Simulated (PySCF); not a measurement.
**Accurate constants of SiCl, step by step**

One table from this session's results is given with a row withheld; the runs are named, their logs left out.

The runs use PySCF 2.14.0; CCSD(T) on ROHF, no relativity in the base curves; scalar relativity is added as a correction.

2 further runs of the same task are left out: 2 set aside as unsound or not needed.

The first run:

```
molecule             : SiCl
state                : doublet, unpaired electrons π ↑
smaller basis        : Si cc-pV(T+d)Z, Cl cc-pV(T+d)Z
larger basis         : Si cc-pV(Q+d)Z, Cl cc-pV(Q+d)Z
frozen core orbitals : 10
extrapolation        : correlation as n⁻³ (n = 3, 4), Hartree–Fock as (n+1)·exp(−9√n)
corrections          : scalar relativity
distances (Å)        : 1.8282, 1.9113, 1.9944, 2.0775, 2.1606, 2.2645, 2.3683
masses (u)           : 27.9769, 34.9689
dissociation limit   : Si + Cl
```

Run with:

```bash
OMP_NUM_THREADS=4 python comp.py task.json out
```

One table of the session follows, with a row left open; its other results are not shown here.

```
               level  Re (Å)  ωe (cm⁻¹)  ωexe (cm⁻¹)  αe (cm⁻¹)  De (eV)
CCSD(T)/cc-pVTZ(-PP)       ?          ?            ?          ?        ?
CCSD(T)/cc-pVQZ(-PP)  2.0680      535.8         2.15    0.00154    4.345
              HF/CBS  2.0756      528.0         2.14    0.00155    3.220
             MP2/CBS  2.0595      543.1         2.16    0.00155    4.586
            CCSD/CBS  2.0615      541.1         2.18    0.00155    4.296
         CCSD(T)/CBS  2.0641      537.6         2.18    0.00156    4.451
      CCSD(T)/CBS+SR  2.0641      536.6         2.17    0.00156    4.442
```

Q: Estimate the row for CCSD(T)/cc-pVTZ(-PP) from the others.

As computed: Re (Å): 2.0758; ωe (cm⁻¹): 535.2; ωexe (cm⁻¹): 2.08; αe (cm⁻¹): 0.00149; De (eV): 4.188. In the column «Re (Å)» it is the highest.

What this shows: The last step gives Re = 2.0641 Å, ωe = 536.6 cm⁻¹ and De = 4.442 eV; the smaller basis alone is off from it by +11.7 mÅ and -0.25 eV. Near the minimum the mean field binds by 3.22 eV and correlation adds 1.23 eV of binding. T1 is 0.020. Spin–orbit coupling, core–valence correlation and excitations beyond (T) are left out.
